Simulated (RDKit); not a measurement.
RDKit input (MMFF94):

```python
from rdkit import Chem
from rdkit.Chem import AllChem, rdDetermineBonds

mol = Chem.MolFromXYZFile('mol.xyz')
rdDetermineBonds.DetermineBonds(mol, charge=-1)
print('SMILES', Chem.MolToSmiles(Chem.RemoveHs(mol)))
ff = AllChem.MMFFGetMoleculeForceField(mol, AllChem.MMFFGetMoleculeProperties(mol))
e0 = ff.CalcEnergy()
flag = ff.Minimize(maxIts=5000, forceTol=1e-5)
print(f'energy {e0:.4f} -> {ff.CalcEnergy():.4f} kcal/mol, converged: {flag == 0}')
print(Chem.MolToXYZBlock(mol))
```
mol.xyz:
```
9

C     -0.01250278    -0.16829834     1.14391076
N      0.06210633     0.65089648     0.00291556
C     -0.01858037    -0.15746407    -1.14536995
H      0.80260144    -0.95701479     1.22954715
H      0.04682900     0.42338074     2.07234418
H     -0.96149308    -0.78871542     1.23502697
H      0.79603786    -0.94531417    -1.24279419
H      0.03583597     0.44297756    -2.06846351
H     -0.96805666    -0.77701480    -1.23731438
```

From its output:

```
Traceback (most recent call last):
  File "input.py", line 5, in <module>
ValueError: Unable to determine valence of atom 1 with atomic number 7 and 2 bonds. Check the input molecules bonding.
```

The run crashed.
